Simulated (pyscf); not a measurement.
Concerted two-bond exchange: O=Ge: (SMILES [O]=[Ge]) [singlet] + H₂O (SMILES O) -> O=Ge=O (SMILES [O]=[Ge]=[O]) + H₂ (SMILES [H][H])

Gas phase, singlet surface, charge 0. Bonds broken: O3–H4, O3–H5. Bonds formed: Ge1–O3, H4–H5. Single points on ωB97X-D3(BJ)/def2-SVP structures (PySCF, gas phase).

Transition state (Å):

```xyz
5

Ge     1.6020     0.6354    -0.6380
O      1.9621     1.9630     0.2252
O      0.0139    -0.2393    -0.9493
H     -1.1646     0.1375    -1.0484
H     -1.4465    -0.5059    -0.4946
```

One imaginary mode, 1473i cm⁻¹; descent along it reached the two sides named, in the forms told below.

| bond | change | reactant side (Å) | saddle | product side |
|---|---|---|---|---|
| O3–H4 | breaks | 0.978 | 1.241 | 2.542 |
| O3–H5 | breaks | 0.967 | 1.553 | 3.3 |
| Ge1–O3 | forms | 2.463 | 1.840 | 1.613 |
| H4–H5 | forms | 1.545 | 0.894 | 0.762 |

Electronic energies relative to the separated reactants (kcal/mol):

```csv
level,barrier,reaction energy,reverse barrier
ωB97X-D3(BJ)/def2-TZVP,100.6,+46.9,53.7
PBE/def2-TZVP,77.2,+41.5,35.7
r²SCAN/def2-TZVP,82.7,+41.8,40.9
B3LYP-D3(BJ)/def2-TZVP,89.1,+47.4,41.6
PBE0-D3(BJ)/def2-TZVP,90.7,+47.5,43.2
M06-2X/def2-TZVP,98.0,+45.8,52.2
ωB97M-D3(BJ)/def2-TZVP,101.1,+51.6,49.6
HF/def2-TZVP,127.3,+58.7,68.6
```

With ωB97M-D3(BJ)/def2-TZVP energies and thermal terms (ideal gas, 1 atm, RRHO with modes under 100 cm⁻¹ raised to 100, one conformer, R ln 2 for chiral ones without a mode under 150 cm⁻¹), in kcal/mol:

```json
[
 {"T (K)": "298", "ΔH‡": "94.6", "ΔG‡": "102.8", "ΔH": "+46.8", "ΔG": "+49.4"},
 {"T (K)": "600", "ΔH‡": "95.4", "ΔG‡": "110.9", "ΔH": "+47.8", "ΔG": "+51.8"},
 {"T (K)": "900", "ΔH‡": "96.5", "ΔG‡": "118.4", "ΔH": "+48.8", "ΔG": "+53.5"},
 {"T (K)": "1200", "ΔH‡": "97.4", "ΔG‡": "125.5", "ΔH": "+49.7", "ΔG": "+55.0"}
]
```

On the reactant side the descent ends in a bound adduct, 9.8 kcal/mol under the separated species and 110.3 kcal/mol under the saddle at ωB97X-D3(BJ)/def2-TZVP. The same reactants have a lower exit, to HO–Ge:–OH [singlet] (barrier -1.6 kcal/mol at ωB97M-D3(BJ)/def2-TZVP, against +101.1 kcal/mol here). This is the saddle that the search found; another between the same sides may lie lower. One closed-shell reference is unstable to symmetry breaking; treat the single-reference values with care. Elements up to Kr have no core potential and no relativistic terms here.
